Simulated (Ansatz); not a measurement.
One stationary structure of AlN. Space group F-43m (No. 216), zinc blende type. Method: PBE (plane waves to 420 eV, PAW, scalar-relativistic; Ansatz, a first-principles code).

```xyz
2
Lattice="0.0000 2.2013 2.2013 2.2013 0.0000 2.2013 2.2013 2.2013 0.0000" Properties=species:S:1:pos:R:3 pbc="T T T"
Al     2.2013     2.2013     2.2013
N      3.3019     3.3019     3.3019
```

For AlN, the volume per atom is 10.67 Å³ and the band gap is 3.31 eV, indirect (valence top at Γ, conduction bottom at X) (no spin-orbit coupling). The smallest direct gap is 3.98 eV at Γ and the shortest distances is Al–N 1.91 Å; Al–Al 3.11 Å; N–N 3.11 Å. The k-mesh is 13×13×13.

No spin polarisation in the result.

Measured for AlN: a 4.368 Å (static lattice; corrected from measurement; as listed in Daniel Mejia-Rodriguez, S. B. Trickey, Phys. Rev. B (2018)); gap 5.34 eV (as listed in Daiki Deguchi et al., Japanese Journal of Applied Physics (2016)). Computed minus measured — a: PBE +0.8 %; gap: PBE -2.03 eV. The computed values are for a static lattice, and a measured gap can be an optical one, lowered by exciton binding.

It was reached from a disturbed copy of a Fdd2 (No. 43) cell, against which it lies -0.456 eV/atom.
